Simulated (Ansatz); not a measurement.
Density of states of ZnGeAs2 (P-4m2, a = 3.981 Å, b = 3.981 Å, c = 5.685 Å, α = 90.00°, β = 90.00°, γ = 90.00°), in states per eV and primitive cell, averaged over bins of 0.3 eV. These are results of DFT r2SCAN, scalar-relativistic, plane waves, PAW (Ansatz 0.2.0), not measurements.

Plane waves to 500 eV, a k mesh through Γ of 10×10×8 on the computed 4-atom cell and Gaussian smearing (0.10 eV); no spin polarisation.

The cell is relaxed at this level. The states (both spins) are summed by tetrahedra on a 15×15×12 mesh at the self-consistent density. Energies are bin centres; the table starts no lower than −8 eV and ends at 6 eV, or lower where the solved bands end.

It is a metal at this level.

```tsv
E − E_F (eV)	total	As 4p	Zn 3d	Ge 4p	Zn 4s
-7.90	1.94	0.42	0.85	0.01	0.08
-7.60	0.00	0.00	0.00	0.00	0.00
-7.30	19.68	0.75	18.65	0.11	0.07
-7.00	11.16	0.32	10.21	0.18	0.07
-6.70	1.71	0.18	1.11	0.08	0.03
-6.40	0.38	0.06	0.16	0.02	0.01
-6.10	0.32	0.11	0.07	0.03	0.03
-5.80	0.53	0.26	0.05	0.07	0.09
-5.50	0.93	0.50	0.05	0.12	0.19
-5.20	1.59	0.89	0.07	0.17	0.38
-4.90	1.11	0.62	0.05	0.15	0.22
-4.60	1.55	0.87	0.07	0.39	0.15
-4.30	1.80	1.03	0.06	0.58	0.07
-4.00	2.02	1.22	0.04	0.55	0.08
-3.70	1.79	1.12	0.04	0.42	0.07
-3.40	2.95	1.88	0.09	0.70	0.07
-3.10	2.90	1.84	0.08	0.71	0.07
-2.80	2.95	1.86	0.08	0.76	0.07
-2.50	2.01	1.34	0.05	0.45	0.04
-2.20	1.82	1.42	0.05	0.18	0.03
-1.90	1.61	1.30	0.05	0.11	0.03
-1.60	2.05	1.68	0.06	0.12	0.02
-1.30	1.95	1.61	0.06	0.11	0.02
-1.00	1.65	1.39	0.06	0.08	0.01
-0.70	1.52	1.32	0.05	0.06	0.01
-0.40	0.57	0.49	0.02	0.03	0.00
-0.10	0.13	0.11	0.00	0.01	0.00
0.20	0.07	0.03	0.00	0.01	0.00
0.50	0.20	0.09	0.00	0.03	0.00
0.80	0.61	0.25	0.00	0.12	0.01
1.10	1.11	0.46	0.01	0.25	0.01
1.40	1.42	0.59	0.01	0.35	0.01
1.70	1.70	0.74	0.01	0.37	0.01
2.00	1.75	0.77	0.01	0.35	0.02
2.30	0.94	0.34	0.00	0.24	0.02
2.60	1.01	0.26	0.00	0.34	0.07
2.90	2.47	0.60	0.01	0.86	0.25
3.20	2.73	0.69	0.01	0.95	0.31
3.50	1.97	0.55	0.00	0.68	0.18
3.80	3.10	0.90	0.01	1.10	0.25
4.10	2.30	0.64	0.01	0.74	0.20
4.40	2.49	0.70	0.01	0.71	0.19
4.70	2.17	0.60	0.00	0.58	0.15
5.00	2.29	0.59	0.01	0.53	0.17
5.30	2.46	0.54	0.00	0.42	0.24
5.60	1.93	0.37	0.00	0.27	0.17
```

The columns after the total are the main Löwdin projections on the occupied valence shells of the potentials; 2 others are left out. The rest of the total lies in those, in shells that are empty in the free atom, which aren't projected, and between the atoms.

Whether ZnGeAs2 exists in this form wasn't checked.

Cost: 1 run of about 2.7 core-minutes, on Intel Xeon 6975P-C (Granite Rapids) (shared hosts).